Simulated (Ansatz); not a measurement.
Reaction (SMILES): CCl (CH3-Cl) + [H][H] (H2) → C (CH4) + Cl (HCl)
B3LYP-D3(BJ)/def2-TZVP geometries, fixed; electronic energies without zero-point terms.
Largest species:
```
C
H 1 1.0858
H 1 1.0858 2 110.57
H 1 1.0858 2 110.57 3 -122.80
Cl 1 1.7944 2 108.35 3 118.60
```
Charge 0, spin multiplicity 1.

Basis-set convergence of the energy of full hydrogenation at HF with Ansatz (an electronic-structure program). Cartesian d functions, on some or all atoms, in 6-31G**, 6-311G**, 6-311+G**; all else is spherical. No added dispersion term, no relativity. Functions are those of the species that has most. Reference: the value in pcseg-4, -24.68 kcal/mol, itself unsure by roughly 0.02 kcal/mol (its mean distance from aug-pcseg-3, aug-cc-pV(Q+d)Z, cc-pV(5+d)Z).

| basis | functions | energy of full hydrogenation (kcal/mol) |
|---|---|---|
| 3-21G | 28 | [?] |
| 6-31G** | 49 | [?] |
| 6-311G** | 63 | [?] |
| 6-311+G** | 71 | -24.76 |
| def2-TZVPP | 115 | -24.77 |
| cc-pV(Q+d)Z | 209 | -24.70 |
| aug-cc-pV(Q+d)Z | 307 | -24.65 |
| aug-pcseg-3 | 321 | -24.69 |
| cc-pV(5+d)Z | 356 | -24.67 |

### Question
Complete the blanks.

### Answer

- 3-21G, energy of full hydrogenation (kcal/mol): -23.25
- 6-31G**, energy of full hydrogenation (kcal/mol): -24.27
- 6-311G**, energy of full hydrogenation (kcal/mol): -25.11
